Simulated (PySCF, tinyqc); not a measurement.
CCSD on RHF in the sto-3g basis, for BH, spin multiplicity 1, step by step. The lowest restricted solution is unstable here: a spin-polarised one lies 0.0055 hartree lower (PySCF). Computed by tinyqc, a small Python program that keeps every step (integrals from PySCF). Settings: charge = 0, multiplicity = 1, basis = sto-3g, method = RHF, energy threshold = 1e-10, iteration cap = 55, orthogonalisation = symmetric, start = atomic densities, DIIS depth = 6, amplitude equations = CCSD, DIIS depth for amplitudes = 4, cap on updates = 78. Command: `OMP_NUM_THREADS=1 python tinyqc.py 30813 30814 out.jsonl` (the two numbers bound the seeds that draw the settings). One thread of a shared host (Intel(R) Xeon(R) Processor @ 2.60GHz), about 0.3 s of CPU time with the checks. The early iterations of the SCF are left out here.

## One-electron integrals

Geometry (angstrom):
```
atom         x         y         z
B     0.000000  0.000000  0.000000
H     0.000000  0.000000  1.625000
```

Basis sto-3g: exponents (1/bohr^2) and contraction coefficients of normalised primitives:
```
element  l (shell)   exponent  coefficient
B            s (1)  48.791113     0.154329
B            s (1)   8.887362     0.535328
B            s (1)   2.405267     0.444635
B            s (2)   2.236956    -0.099967
B            s (2)   0.519821     0.399513
B            s (2)   0.169062     0.700115
B            p (3)   2.236956     0.155916
B            p (3)   0.519821     0.607684
B            p (3)   0.169062     0.391957
H            s (1)   3.425251     0.154329
H            s (1)   0.623914     0.535328
H            s (1)   0.168855     0.444635
```

Overlap, kinetic and nuclear-attraction integrals over the contracted functions; the nuclear repulsion is the sum of Za Zb / Rab.

nuclear repulsion = 1.62823757 hartree

overlap S, lower triangle:
```
           1B 1s     1B 2s    1B 2px    1B 2py    1B 2pz     2H 1s
1B 1s   1.000000
1B 2s   0.269328  1.000000
1B 2px  0.000000  0.000000  1.000000
1B 2py  0.000000  0.000000  0.000000  1.000000
1B 2pz  0.000000  0.000000  0.000000  0.000000  1.000000
2H 1s   0.025197  0.279796  0.000000  0.000000  0.328162  1.000000
```

kinetic energy T (hartree), lower triangle:
```
            1B 1s     1B 2s    1B 2px    1B 2py    1B 2pz     2H 1s
1B 1s   10.826302
1B 2s   -0.047967  0.359168
1B 2px   0.000000  0.000000  1.123881
1B 2py   0.000000  0.000000  0.000000  1.123881
1B 2pz   0.000000  0.000000  0.000000  0.000000  1.123881
2H 1s   -0.007243  0.015286  0.000000  0.000000  0.072588  0.760032
```

nuclear attraction V (hartree), lower triangle:
```
             1B 1s      1B 2s     1B 2px     1B 2py     1B 2pz      2H 1s
1B 1s   -23.473036
1B 2s    -3.227068  -4.095389
1B 2px    0.000000   0.000000  -4.044172
1B 2py    0.000000   0.000000   0.000000  -4.044172
1B 2pz   -0.009965  -0.098426   0.000000   0.000000  -4.106436
2H 1s    -0.303648  -0.909453   0.000000   0.000000  -1.000307  -2.851049
```

core Hamiltonian H = T + V (hartree), lower triangle:
```
             1B 1s      1B 2s     1B 2px     1B 2py     1B 2pz      2H 1s
1B 1s   -12.646733
1B 2s    -3.275035  -3.736221
1B 2px    0.000000   0.000000  -2.920291
1B 2py    0.000000   0.000000   0.000000  -2.920291
1B 2pz   -0.009965  -0.098426   0.000000   0.000000  -2.982555
2H 1s    -0.310891  -0.894166   0.000000   0.000000  -0.927719  -2.091017
```

## Two-electron integrals

Functions are numbered as in S; the eight-fold symmetry (ij|kl) = (ji|kl) = (kl|ij) leaves the list below.

Two-electron integrals (ij|kl) in chemists' order, unique and non-zero (hartree):
```
(11|11) 2.923513   (21|11) 0.518376   (21|21) 0.109262   (22|11) 0.744229
(22|21) 0.193177   (22|22) 0.544804   (31|31) 0.020264   (32|31) 0.029996
(32|32) 0.120346   (33|11) 0.742491   (33|21) 0.193240   (33|22) 0.544682
(33|33) 0.586773   (41|41) 0.020264   (42|41) 0.029996   (42|42) 0.120346
(43|43) 0.031630   (44|11) 0.742491   (44|21) 0.193240   (44|22) 0.544682
(44|33) 0.523513   (44|44) 0.586773   (51|51) 0.020264   (52|51) 0.029996
(52|52) 0.120346   (53|53) 0.031630   (54|54) 0.031630   (55|11) 0.742491
(55|21) 0.193240   (55|22) 0.544682   (55|33) 0.523513   (55|44) 0.523513
(55|55) 0.586773   (61|11) 0.048262   (61|21) 0.010139   (61|22) 0.018003
(61|33) 0.017929   (61|44) 0.017929   (61|51) 0.000705   (61|52) 0.001313
(61|55) 0.018161   (61|61) 0.000968   (62|11) 0.143851   (62|21) 0.038078
(62|22) 0.122010   (62|33) 0.118319   (62|44) 0.118319   (62|51) 0.004117
(62|52) 0.027531   (62|55) 0.129266   (62|61) 0.003767   (62|62) 0.042144
(63|31) 0.003379   (63|32) 0.016775   (63|53) 0.004827   (63|63) 0.003978
(64|41) 0.003379   (64|42) 0.016775   (64|54) 0.004827   (64|64) 0.003978
(65|11) 0.147441   (65|21) 0.039478   (65|22) 0.133248   (65|33) 0.126489
(65|44) 0.126489   (65|51) 0.006888   (65|52) 0.043270   (65|55) 0.146610
(65|61) 0.004043   (65|62) 0.053390   (65|65) 0.070233   (66|11) 0.324791
(66|21) 0.087404   (66|22) 0.317846   (66|33) 0.301182   (66|44) 0.301182
(66|51) 0.009703   (66|52) 0.089423   (66|55) 0.350691   (66|61) 0.008702
(66|62) 0.151474   (66|65) 0.206493   (66|66) 0.774606
```

## Orthogonalisation

S = U s U^T; symmetric (Loewdin) form X = U s^(-1/2) U^T, so that X^T S X = 1.

eigenvalues of S: 0.536817  0.802874  1.000000  1.000000  1.177028  1.483282

X, lower triangle:
```
            1B 1s      1B 2s    1B 2px    1B 2py     1B 2pz     2H 1s
1B 1s    1.029554
1B 2s   -0.146328   1.065353
1B 2px   0.000000   0.000000  1.000000
1B 2py   0.000000   0.000000  0.000000  1.000000
1B 2pz  -0.005843   0.041460  0.000000  0.000000   1.046950
2H 1s    0.019687  -0.164027  0.000000  0.000000  -0.186757  1.081851
```

## Iteration 8 (converged): orbitals

converged F (hartree), lower triangle:
```
            1B 1s      1B 2s    1B 2px    1B 2py     1B 2pz      2H 1s
1B 1s   -7.365024
1B 2s   -2.148553  -1.017046
1B 2px   0.000000   0.000000  0.256049
1B 2py   0.000000   0.000000  0.000000  0.256049
1B 2pz  -0.017510   0.000746  0.000000  0.000000  -0.013878
2H 1s   -0.209250  -0.313636  0.000000  0.000000  -0.314353  -0.209889
```

Diagonalise F' = X^T F X, C = X C', fill 3 alpha and 3 beta electrons from the bottom; D = 2 C_occ C_occ^T. Each column has its largest component positive (the first on a tie).

F' = X^T F X (hartree), lower triangle:
```
           1          2         3         4          5          6
1  -7.187676
2  -1.113329  -0.543691
3   0.000000   0.000000  0.256049
4   0.000000   0.000000  0.000000  0.256049
5  -0.036600   0.086710  0.000000  0.000000   0.104116
6   0.014892  -0.220833  0.000000  0.000000  -0.340041  -0.032883
```

orbital energies (hartree): MO1 -7.369403, MO2 -0.485661, MO3 -0.243991, MO4 0.256049, MO5 0.256049, MO6 0.438923

coefficients C:
```
              MO1        MO2        MO3       MO4        MO5        MO6
1B 1s    0.992585  -0.248094  -0.159805  0.000000   0.000000  -0.097486
1B 2s    0.026781   0.804603   0.604936  0.000000   0.000000   0.413476
1B 2px   0.000000   0.000000   0.000000  0.999495  -0.031789   0.000000
1B 2py   0.000000   0.000000   0.000000  0.031789   0.999495   0.000000
1B 2pz   0.003599   0.124673  -0.575239  0.000000   0.000000   0.886725
2H 1s   -0.004331   0.411432  -0.551128  0.000000   0.000000  -0.871514
```

D after iteration 8, lower triangle:
```
            1B 1s      1B 2s    1B 2px    1B 2py    1B 2pz     2H 1s
1B 1s    2.144625
1B 2s   -0.539413   2.028100
1B 2px   0.000000   0.000000  0.000000
1B 2py   0.000000   0.000000  0.000000  0.000000
1B 2pz   0.129135  -0.495148  0.000000  0.000000  0.692912
2H 1s   -0.036599  -0.004947  0.000000  0.000000  0.736618  0.946074
```

Within a degenerate level the vectors are fixed only up to a rotation; this is one choice.

## Convergence

Stop when the energy changes by less than 1e-10 hartree and every element of the error matrix X^T (F D S - S D F) X is below 3e-06.

Course of the cycle:
```
iteration   E (hartree)     change  largest element of the error matrix
1          -24.55701015          -                             2.82e-01
2          -24.65973017  -1.03e-01                             2.01e-01
3          -24.69366677  -3.39e-02                             5.19e-02
4          -24.69672831  -3.06e-03                             4.16e-03
5          -24.69676111  -3.28e-05                             3.72e-04
6          -24.69676130  -1.93e-07                             1.30e-05
7          -24.69676130  -3.52e-10                             7.89e-08
8          -24.69676130  -1.78e-14                             1.08e-11
```

PySCF RHF in the same basis = -24.69676130 hartree

Converged in 8 iterations.

## Integrals over molecular orbitals

(pq|rs) = sum C_ip C_jq C_kr C_ls (ij|kl), one index at a time.

one-electron integrals over orbitals h = C^T H C (hartree), lower triangle:
```
            1          2          3          4          5          6
1  -12.633921
2    0.305646  -2.932847
3    0.186122  -0.247171  -2.659174
4    0.000000   0.000000   0.000000  -2.920291
5    0.000000   0.000000   0.000000   0.000000  -2.920291
6    0.115897  -0.426451   0.369902   0.000000   0.000000  -2.473232
```

Two-electron integrals over orbitals (pq|rs), unique and non-zero (hartree):
```
(11|11) 2.892565    (21|11) -0.270265   (21|21) 0.040308    (22|11) 0.621326
(22|21) -0.009102   (22|22) 0.485263    (31|11) -0.170797   (31|21) 0.023534
(31|22) -0.013441   (31|31) 0.023780    (32|11) 0.136789    (32|21) -0.008443
(32|22) -0.027484   (32|31) 0.006020    (32|32) 0.115283    (33|11) 0.596695
(33|21) -0.010129   (33|22) 0.437432    (33|31) 0.003116    (33|32) 0.024611
(33|33) 0.485994    (41|41) 0.021613    (42|41) 0.022881    (42|42) 0.079259
(43|41) 0.014427    (43|42) 0.043353    (43|43) 0.042903    (44|11) 0.742011
(44|21) -0.010010   (44|22) 0.467945    (44|31) -0.005899   (44|32) 0.074492
(44|33) 0.450102    (44|44) 0.586773    (51|51) 0.021613    (52|51) 0.022881
(52|52) 0.079259    (53|51) 0.014427    (53|52) 0.043353    (53|53) 0.042903
(54|54) 0.031630    (55|11) 0.742011    (55|21) -0.010010   (55|22) 0.467945
(55|31) -0.005899   (55|32) 0.074492    (55|33) 0.450102    (55|44) 0.523513
(55|55) 0.586773    (61|11) -0.104996   (61|21) 0.018270    (61|22) 0.005164
(61|31) -0.001005   (61|32) -0.015725   (61|33) -0.014350   (61|44) -0.003562
(61|55) -0.003562   (61|61) 0.021893    (62|11) 0.159785    (62|21) -0.002815
(62|22) 0.047006    (62|31) -0.012747   (62|32) 0.033035    (62|33) -0.013091
(62|44) 0.086785    (62|55) 0.086785    (62|61) 0.011130    (62|62) 0.100819
(63|11) -0.153127   (63|21) 0.003870    (63|22) 0.001212    (63|31) -0.004655
(63|32) -0.104326   (63|33) -0.034041   (63|44) -0.083012   (63|55) -0.083012
(63|61) 0.009594    (63|62) -0.061059   (63|63) 0.125448    (64|41) 0.008343
(64|42) 0.030090    (64|43) 0.000490    (64|64) 0.027264    (65|51) 0.008343
(65|52) 0.030090    (65|53) 0.000490    (65|65) 0.027264    (66|11) 0.620027
(66|21) -0.006666   (66|22) 0.497035    (66|31) -0.013648   (66|32) -0.059528
(66|33) 0.463096    (66|44) 0.447260    (66|55) 0.447260    (66|61) 0.008459
(66|62) 0.015801    (66|63) 0.033003    (66|66) 0.551448
```

## CCSD: starting amplitudes

t_ij^ab = <ij||ab> / (e_i + e_j - e_a - e_b), whose energy is MP2.

Starting amplitudes (spin orbitals 1a, 1b, ...; amplitudes related by a flip of all spins are not repeated):
```
from      to          t
3a 3b  6a 6b  -0.091848
2a 2b  6a 6b  -0.054521
2a 2b  5a 5b  -0.053430
2a 2b  4a 4b  -0.053430
3a 3b  5a 5b  -0.042900
3a 3b  4a 4b  -0.042900
2a 3b  6a 6b   0.037984
2a 3b  5a 5b  -0.034912
2a 3b  4a 4b  -0.034912
1a 2b  5a 5b  -0.002735
1a 2b  4a 4b  -0.002735
1a 3b  5a 5b  -0.001776
1a 3b  4a 4b  -0.001776
1a 1b  5a 5b  -0.001417
1a 1b  4a 4b  -0.001417
1a 1b  6a 6b  -0.001402
1a 2b  6a 6b  -0.001274
1a 3b  6a 6b  -0.001130
```

correlation energy = -0.04035693 hartree

## CCSD: amplitude update 1

t_i^a D_i^a and t_ij^ab D_ij^ab are set to the remaining terms of the spin-orbital equations, evaluated with the old amplitudes; for the doubles these are <ij||ab> + 1/2 <ab||ef> t_ij^ef + 1/2 <mn||ij> t_mn^ab + P(ij)P(ab) <mb||ej> t_im^ae + terms in t^2 + terms with t1, D the orbital-energy denominators.

Amplitudes after update 1 (spin orbitals 1a, 1b, ...; amplitudes related by a flip of all spins are not repeated):
```
from      to          t
3a 3b  6a 6b  -0.126419
2a 2b  5a 5b  -0.076625
2a 2b  4a 4b  -0.076625
2a 2b  6a 6b  -0.069818
3a 3b  5a 5b  -0.065354
3a 3b  4a 4b  -0.065354
2a 3b  5a 5b  -0.058715
2a 3b  4a 4b  -0.058715
2a 3b  6a 6b   0.058500
2a        6a   0.012134
1a 2b  5a 5b  -0.002825
1a 2b  4a 4b  -0.002825
3a        6a   0.002252
1a 3b  5a 5b  -0.001744
1a 3b  4a 4b  -0.001744
1a 2b  6a 6b  -0.001300
1a 1b  6a 6b  -0.001199
1a 1b  5a 5b  -0.001160
1a 1b  4a 4b  -0.001160
1a 3b  6a 6b  -0.000928
1a        6a   0.000077
```

correlation energy = -0.05844821 hartree

## CCSD: amplitude update 2

As before.

Amplitudes after update 2 (spin orbitals 1a, 1b, ...; amplitudes related by a flip of all spins are not repeated):
```
from      to          t
3a 3b  6a 6b  -0.141780
2a 2b  5a 5b  -0.088305
2a 2b  4a 4b  -0.088305
3a 3b  5a 5b  -0.078380
3a 3b  4a 4b  -0.078380
2a 2b  6a 6b  -0.073070
2a 3b  5a 5b  -0.072483
2a 3b  4a 4b  -0.072483
2a 3b  6a 6b   0.068092
2a        6a   0.020463
3a        6a   0.004433
1a 2b  5a 5b  -0.002716
1a 2b  4a 4b  -0.002716
1a 3b  5a 5b  -0.001562
1a 3b  4a 4b  -0.001562
1a 2b  6a 6b  -0.001299
1a 1b  6a 6b  -0.001153
1a 1b  5a 5b  -0.001003
1a 1b  4a 4b  -0.001003
1a 3b  6a 6b  -0.000830
1a        6a   0.000021
```

correlation energy = -0.06717935 hartree

## CCSD: amplitude update 3

t_i^a D_i^a and t_ij^ab D_ij^ab are set to the remaining terms of the spin-orbital equations, evaluated with the old amplitudes; for the doubles these are <ij||ab> + 1/2 <ab||ef> t_ij^ef + 1/2 <mn||ij> t_mn^ab + P(ij)P(ab) <mb||ej> t_im^ae + terms in t^2 + terms with t1, D the orbital-energy denominators. DIIS then mixes the stored amplitudes.

DIIS coefficients: -1.108452  2.108452

Amplitudes after update 3 (spin orbitals 1a, 1b, ...; amplitudes related by a flip of all spins are not repeated):
```
from      to          t
3a 3b  6a 6b  -0.157697
2a 2b  5a 5b  -0.101272
2a 2b  4a 4b  -0.101272
3a 3b  5a 5b  -0.094543
3a 3b  4a 4b  -0.094543
2a 3b  5a 5b  -0.088480
2a 3b  4a 4b  -0.088480
2a 3b  6a 6b   0.077046
2a 2b  6a 6b  -0.073107
2a        6a   0.030202
3a        6a   0.008009
1a 2b  5a 5b  -0.002560
1a 2b  4a 4b  -0.002560
1a 2b  6a 6b  -0.001331
1a 3b  5a 5b  -0.001292
1a 3b  4a 4b  -0.001292
1a 1b  6a 6b  -0.001110
1a 1b  5a 5b  -0.000804
1a 1b  4a 4b  -0.000804
1a 3b  6a 6b  -0.000748
1a        6a  -0.000084
```

correlation energy = -0.07641272 hartree

## CCSD: convergence

E_corr = 1/4 sum <ij||ab> t_ij^ab + 1/2 sum <ij||ab> t_i^a t_j^b; stop when the norm of the change is below 1e-8.

Course of the amplitude iterations:
```
update  correlation energy (hartree)  norm of the change
0                        -0.04035693                   -
1                        -0.05844821            1.64e-01
2                        -0.06717935            8.57e-02
3                        -0.07641272            4.60e-02
4                        -0.07618527            4.53e-03
5                        -0.07629105            8.81e-04
6                        -0.07626947            2.35e-04
7                        -0.07626891            5.52e-05
8                        -0.07626915            2.38e-05
9                        -0.07626882            3.33e-06
10                       -0.07626878            1.15e-06
11                       -0.07626883            5.32e-07
12                       -0.07626884            8.18e-08
13                       -0.07626884            3.05e-08
14                       -0.07626884            1.31e-08
15                       -0.07626884            3.07e-09
```

Converged amplitudes (spin orbitals 1a, 1b, ...; amplitudes related by a flip of all spins are not repeated):
```
from      to          t
3a 3b  6a 6b  -0.157476
2a 2b  5a 5b  -0.101282
2a 2b  4a 4b  -0.101282
3a 3b  5a 5b  -0.096695
3a 3b  4a 4b  -0.096695
2a 3b  5a 5b  -0.089053
2a 3b  4a 4b  -0.089053
2a 3b  6a 6b   0.075560
2a 2b  6a 6b  -0.070939
2a        6a   0.030449
3a        6a   0.009358
1a 2b  5a 5b  -0.002551
1a 2b  4a 4b  -0.002551
1a 2b  6a 6b  -0.001351
1a 3b  5a 5b  -0.001261
1a 3b  4a 4b  -0.001261
1a 1b  6a 6b  -0.001117
1a 1b  5a 5b  -0.000792
1a 1b  4a 4b  -0.000792
1a 3b  6a 6b  -0.000750
1a        6a  -0.000101
```

CCSD total energy = -24.77303015 hartree

T1 diagnostic, norm of the one-spin t1 over sqrt(correlated electrons) = 0.013005

Converged in 15 updates, with DIIS from the third.
